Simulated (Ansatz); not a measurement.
A made-up structure of CH4AlS, doublet:

```tsv
atom	x (Å)	y (Å)	z (Å)
C1	-0.7743	0.5081	-0.2280
Al2	0.8848	-0.4474	0.1316
S3	0.9220	-2.0269	1.6266
H4	1.0157	-2.8420	2.7112
H5	-1.6111	0.1431	0.3697
H6	-1.0419	0.4163	-1.2853
H7	2.2671	-0.1689	-0.5926
```

It is relaxed with PBE-D4/def2-SVP and then PBE0-D4/def2-TZVP (Ansatz 0.2.0). Atoms count as bonded within 1.22 times the sum of their covalent radii (H–H: 0.88 Å). The end point is not checked to be a true minimum.

(1) Does its bonding change? (Judge from chemistry; the calculation decides.)

## Answers

(1) By the calculation: No: no bond forms or breaks.

Where it ends: The first stage lowers the energy by 1.57 eV in 11 steps. It ends as CH₄AlS ([CH2][AlH][SH]):
```xyz
7
angstrom
C -0.7060 0.0974 -0.0785
Al 1.0429 -0.6703 0.1022
S 1.4212 -2.1379 1.6790
H 0.1621 -2.0910 2.1469
H -1.5548 -0.1455 0.5582
H -0.9622 0.8335 -0.8389
H 2.2591 -0.3038 -0.8356
```

Labels in which every atom is bracketed show which atoms are joined, not bond orders.

For scale, one of the runs: PBE0-D4/def2-TZVP relaxation, 129 basis functions, launched by `ansatz run in.yaml --threads 2 --pin off --events-out ev --progress --plain --max-ram 4352MiB`. Hardware: 2 CPU threads of an Arm Neoverse V2, shared host. Wall time about 18 s.
